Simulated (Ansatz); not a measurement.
Ansatz (an electronic-structure program) input (B3LYP/LANL2DZ): The .json file is the Basis Set Exchange's LANL2DZ.

Ansatz 0.2 input:
```yaml
crystal:
  periodic: [false, false, false]
  atoms:
    - {symbol: P, position_ang: [0.00516854, -0.00153424, 0.11648047]}
    - {symbol: H, position_ang: [-0.05009241, 1.03292111, -0.85964720]}
    - {symbol: H, position_ang: [-0.02743573, -1.00990756, -0.88755990]}
basis:
  gaussian:
    orbitals: LANL2DZ.json
hamiltonian:
  xc: {name: B3LYP}
magnetization: {spin_polarized: true, initial_magnetization: 1}
relax: {f_tol: 0.003, max_steps: 120}
```

**Question.** What final total energy does it give?

**Answer.** -7.64366 Eh.
